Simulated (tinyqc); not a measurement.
CIS on RHF in the sto-6g basis, for OH-, spin multiplicity 1, step by step. The basis has no diffuse functions, so it cannot describe the extra electron: this is an exercise in the method, not the real anion. One step of it, computed by the program tinyqc.

Problem. CIS matrix, singlets. A(ia,jb) = (e_a - e_i) d_ij d_ab + 2 (ia|jb) - (ij|ab).

orbital energies (hartree): MO1 -19.723523, MO2 -0.588438, MO3 0.071800, MO4 0.202651, MO5 0.202651, MO6 1.040428

Two-electron integrals over orbitals (pq|rs), unique and non-zero (hartree):
```
(11|11) 4.763113    (21|11) -0.456388   (21|21) 0.070096    (22|11) 1.060322
(22|21) -0.019109   (22|22) 0.737285    (31|11) 0.161278    (31|21) -0.024622
(31|22) 0.008640    (31|31) 0.016308    (32|11) -0.188754   (32|21) 0.007346
(32|22) -0.060846   (32|31) 0.009555    (32|32) 0.128859    (33|11) 0.716666
(33|21) -0.006203   (33|22) 0.586511    (33|31) -0.000961   (33|32) 0.012654
(33|33) 0.623721    (41|41) 0.026674    (42|41) 0.034093    (42|42) 0.157175
(43|41) -0.010982   (43|42) -0.043780   (43|43) 0.032475    (44|11) 1.117089
(44|21) -0.012291   (44|22) 0.768386    (44|31) 0.004176    (44|32) -0.100186
(44|33) 0.568006    (44|44) 0.880663    (51|51) 0.026674    (52|51) 0.034093
(52|52) 0.157175    (53|51) -0.010982   (53|52) -0.043780   (53|53) 0.032475
(54|54) 0.047461    (55|11) 1.117089    (55|21) -0.012291   (55|22) 0.768386
(55|31) 0.004176    (55|32) -0.100186   (55|33) 0.568006    (55|44) 0.785741
(55|55) 0.880663    (61|11) -0.127323   (61|21) 0.020270    (61|22) -0.002322
(61|31) 0.005707    (61|32) 0.021566    (61|33) -0.006749   (61|44) -0.003250
(61|55) -0.003250   (61|61) 0.027381    (62|11) 0.170988    (62|21) -0.004824
(62|22) 0.087858    (62|31) 0.016545    (62|32) 0.046431    (62|33) 0.001729
(62|44) 0.091336    (62|55) 0.091336    (62|61) 0.022574    (62|62) 0.109898
(63|11) 0.301009    (63|21) -0.004136   (63|22) 0.145827    (63|31) -0.003074
(63|32) -0.113565   (63|33) 0.004504    (63|44) 0.174452    (63|55) 0.174452
(63|61) -0.008848   (63|62) 0.025565    (63|63) 0.181541    (64|41) 0.008147
(64|42) 0.033101    (64|43) 0.013425    (64|64) 0.037853    (65|51) 0.008147
(65|52) 0.033101    (65|53) 0.013425    (65|65) 0.037853    (66|11) 0.944208
(66|21) -0.011062   (66|22) 0.675774    (66|31) 0.011357    (66|32) 0.009593
(66|33) 0.623678    (66|44) 0.667910    (66|55) 0.667910    (66|61) 0.009270
(66|62) 0.081832    (66|63) 0.066009    (66|66) 0.711937
```

Give: CIS matrix A, singlet.

Solution.

CIS matrix A, singlet (hartree), order 1>6, 2>6, 3>6, 4>6, 5>6:
$$\begin{pmatrix}
19.8745 & 0.0562 & -0.0291 & 0.0000 & 0.0000 \\
0.0562 & 1.1729 & 0.0415 & 0.0000 & 0.0000 \\
-0.0291 & 0.0415 & 0.7080 & 0.0000 & 0.0000 \\
0.0000 & 0.0000 & 0.0000 & 0.2456 & 0.0000 \\
0.0000 & 0.0000 & 0.0000 & 0.0000 & 0.2456
\end{pmatrix}$$
